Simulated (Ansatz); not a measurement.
We consider TlGaTe2 (I4/mcm, No. 140), described by dielectric-dependent PBEsol hybrid in Ansatz (PAW).

Run with plane-wave cutoff 460 eV, 4×4×4 k mesh, Fermi–Dirac smearing 0.01 eV, scalar-relativistic PAW data made under PBE.

Cell (measured lattice):

```cif
data_Ga2Te4Tl2
_chemical_formula_sum 'Ga2 Te4 Tl2'
_space_group_name_H-M_alt 'P 1'
_space_group_IT_number 1
_cell_length_a 6.87794
_cell_length_b 6.87794
_cell_length_c 6.87794
_cell_angle_alpha 104.422
_cell_angle_beta 104.422
_cell_angle_gamma 120.124
loop_
_space_group_symop_operation_xyz
  'x, y, z'
loop_
_atom_site_label
_atom_site_type_symbol
_atom_site_fract_x
_atom_site_fract_y
_atom_site_fract_z
_atom_site_occupancy
Ga1 Ga 0.75000 0.25000 0.50000 1
Ga2 Ga 0.25000 0.75000 0.50000 1
Te1 Te 0.67000 0.17000 0.84000 1
Te2 Te 0.17000 0.33000 0.50000 1
Te3 Te 0.33000 0.83000 0.16000 1
Te4 Te 0.83000 0.67000 0.50000 1
Tl1 Tl 0.25000 0.25000 0.00000 1
Tl2 Tl 0.75000 0.75000 0.00000 1
```

Question: Give the computed band gap, smallest direct gap on the k points sampled and Γ–Γ gap.

Answer: 
- band gap: 0.53 eV
- smallest direct gap on the k points sampled: 0.66 eV
- Γ–Γ gap: 3.35 eV

Measured, for comparison: band gap 0.84 eV (temperature not stated, not corrected to a static lattice, thermal gap, our sources range from 0.84 to 1.20; as tabulated in arXiv:0804.1639).

Note: cell and atoms aren't relaxed at this level (pressure -0.9 GPa).

Spin–orbit coupling is not included; with these elements it can move the gap by several tenths of an eV or more.

The computed numbers hold no vibrational or temperature effects.

The result took about 12 core-minutes (a rough figure).

Ansatz is a program for electronic structure.
